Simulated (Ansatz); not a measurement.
# HF (hydrogen fluoride) at 6 levels

Aim: a comparison of 6 runs (UHF/cc-pVDZ, wB97M-V/3-21G, B2PLYP/cc-pVDZ, CAM-B3LYP/cc-pVDZ, r2SCAN/cc-pVDZ, RPA@PBE/cc-pVDZ) of HF (hydrogen fluoride). 

The results are computed with Ansatz 0.2.0.

57 further runs of the same task are left out: 1 that didn't finish, 56 set aside as unsound or not needed.

## (1) The structure to begin with

HF has 2 atoms, charge 0, and is taken as a singlet. As SMILES, `F`. The H2–F1 distance was set to 1.840 Å, away from the relaxed value.

## (2) The energy at UHF/cc-pVDZ (run 1)

The input, in.yaml:

```yaml
crystal:
  periodic: [false, false, false]
  atoms:
    - symbol: F
      position_ang: [-1.169981, 0.433793, -0.589190]
    - symbol: H
      position_ang: [0.390000, -0.144600, 0.196400]
basis:
  gaussian:
    orbitals: cc-pVDZ
magnetization:
  spin_polarized: true
  initial_magnetization: 0
hamiltonian:
  xc: hf
accuracy: high
```

Started as:

```console
$ ansatz run in.yaml --threads 1 --pin off --max-ram 2610MiB --events-out events.jsonl --progress --plain --runs-dir runs
```

Log:

```text
Warning: RAYON_NUM_THREADS=1 ignored (pool sized by the plan → 1); use --threads N
Functional definition: HF
  name "HF"
  exchange = exact_x
  correlation = 0
297 factors; integrals over basis functions are off by at most 2.0e-9 eV
mean field evaluation 1: about -2711.7734 eV, gradient 2.5e1 eV
mean field evaluation 2: about -2711.7734 eV, gradient 2.5e1 eV
mean field evaluation 4: about -2715.3644 eV, gradient 3.9e0 eV
mean field evaluation 8: about -2715.4590 eV, gradient 1.5e-1 eV
mean field evaluation 16: about -2715.4592 eV, gradient 5.9e-6 eV
mean field evaluation 32: about -2717.8483 eV, gradient 2.6e-8 eV
mean field evaluation 64: about -2717.0598 eV, gradient 1.0e1 eV
mean field evaluation 96: about -2715.3641 eV, gradient 3.9e0 eV
mean field -2717.84827832 eV, -99.8790820044 hartree, gradient 2.6e-8 eV, S^2 0.879771; 6 other end points of the search recorded, 0 dependent functions left out
reference -2717.84827832 eV, -99.8790820044 hartree; 5, 5 occupied and 14, 14 virtual orbitals, 297 factors
Total energy: -2717.84827832 eV, -99.8790820044 hartree
```

It took 0.12 s on 1 thread of Arm Neoverse V2, shared host.

## (3) A single-point energy at wB97M-V/3-21G (run 2)

The input, input.yaml:

```yaml
basis:
  gaussian:
    orbitals: 3-21G.json
crystal:
  periodic: [false, false, false]
  atoms:
    - {symbol: F, position_ang: [-1.169981, 0.433793, -0.589190]}
    - {symbol: H, position_ang: [0.390000, -0.144600, 0.196400]}
total_charge: 0
hamiltonian:
  xc: {name: wB97M-V}
accuracy: high
```

The basis set 3-21G is read from a file made from the Basis Set Exchange's data (not shown).

Started as:

```console
$ ansatz run input.yaml --threads 1 --pin off --max-ram 2610MiB --events-out events.jsonl --progress --plain --runs-dir runs
```

Log (excerpt; [...] marks lines left out):

```text
Warning: RAYON_NUM_THREADS=1 ignored (pool sized by the plan → 1); use --threads N
Functional definition: wB97M-V
  name "wB97M-V"
[...]
  gx(w, u) = 1 - cx + cx01*u + cx10*w
  gss(w, u) = css00 + css04*u^4 + css10*w + css20*w^2 + css43*w^4*u^3
  gos(w, u) = cos00 + cos10*w + (cos20 + cos21*u)*w^2 + (cos60 + cos61*u)*w^6
[...]
      + integral(e_c_pw_mod_opposite_spin*gos(b97_w_opposite, b97_u_opposite)) + vv10(b, c)
147 factors; integrals over basis functions are off by at most 3.5e-9 eV
70 factors; integrals over basis functions are off by at most 1.0e-9 eV
[...]
mean field -2712.16141997 eV, -99.6700938148 hartree, gradient 1.1e-8 eV, S^2 0.000000; 0 other end points of the search recorded, 0 dependent functions left out
reference -2712.16142117 eV, -99.6700938591 hartree; 5, 5 occupied and 6, 6 virtual orbitals, 147 factors
Total energy: -2712.16142117 eV, -99.6700938591 hartree
```

It took 2.2 s on 1 thread of Arm Neoverse V2, shared host; peak memory 0.13 GiB.

Runs 3 to 5 aren't shown in full; the table further down has their settings and results.

## (4) The energy at RPA@PBE/cc-pVDZ (run 6)

The input, molecule.yaml:

```yaml
crystal:
  periodic: [false, false, false]
  atoms:
    - {symbol: F, position_ang: [-1.169981, 0.433793, -0.589190]}
    - {symbol: H, position_ang: [0.390000, -0.144600, 0.196400]}
basis:
  gaussian: {orbitals: cc-pVDZ}
hamiltonian: {xc: {name: PBE}}
correlation: {method: rpa, frozen_orbitals: {F: 1, H: 0}}
accuracy: high
```

Started as:

```console
$ ansatz run molecule.yaml --threads 1 --pin off --max-ram 2610MiB --events-out events.jsonl --progress --plain --runs-dir runs
```

Log (excerpt; [...] marks lines left out):

```text
Warning: RAYON_NUM_THREADS=1 ignored (pool sized by the plan → 1); use --threads N
Functional definition: PBE
  name "PBE"
[...]
297 factors; integrals over basis functions are off by at most 2.0e-9 eV
[...]
mean field -2725.79984594 eV, -100.1712967247 hartree, gradient 3.1e-9 eV, S^2 0.000000; 0 other end points of the search recorded, 0 dependent functions left out; unrestricted orbitals would lower it
[...]
unrestricted determinant -2717.84827832 eV, -99.8790820044 hartree, S^2 0.8798
1 core orbitals not correlated: weight in the atoms' cores, before any rotation towards them, 1.000 or more for the frozen orbitals, at most 0.000 for the correlated occupied ones
reference -2715.13801156 eV, -99.7794815383 hartree; 4, 4 occupied and 14, 14 virtual orbitals, 297 factors
Total energy: -2725.20957910 eV, -100.1496048186 hartree
```

Wall time 0.4 s (1 thread of Arm Neoverse V2, shared host).

## (5) The series

| run | level | frozen core orbitals | energy (Eh) | wall time |
| --- | --- | --- | --- | --- |
| 1 | UHF/cc-pVDZ | – | -99.879082 | 0.12 s |
| 2 | wB97M-V/3-21G | – | -99.670094 | 2.2 s |
| 3 | B2PLYP/cc-pVDZ | 1 | -100.184638 | 0.36 s |
| 4 | CAM-B3LYP/cc-pVDZ | – | -100.223568 | 0.32 s |
| 5 | r2SCAN/cc-pVDZ | – | -100.215470 | 0.66 s |
| 6 | RPA@PBE/cc-pVDZ | 1 | -100.149605 | 0.4 s |

## (6) Summary of results

```
                               quantity          value
                    run 6: total energy  -100.14960 Eh
run 6: RPA correlation energy (valence)     -370.1 mEh
```

What this shows: Totals of different functionals can't be ranked against each other. In runs 3, 6 the log says that unrestricted orbitals would lower the reference, so the values rest on an unstable closed-shell determinant (other closed-shell runs at this shape may share the fault). In runs 2, 3, 4, 5, 6 a closed-shell determinant meets a far-stretched bond, which it describes badly. Spin contamination of the reference: run 1 ⟨S²⟩ = 0.88. Where it is this large, the reference is a mixture of spin states, and values that rest on it are in doubt. All runs together took 4.1 s, the longest 2.2 s.
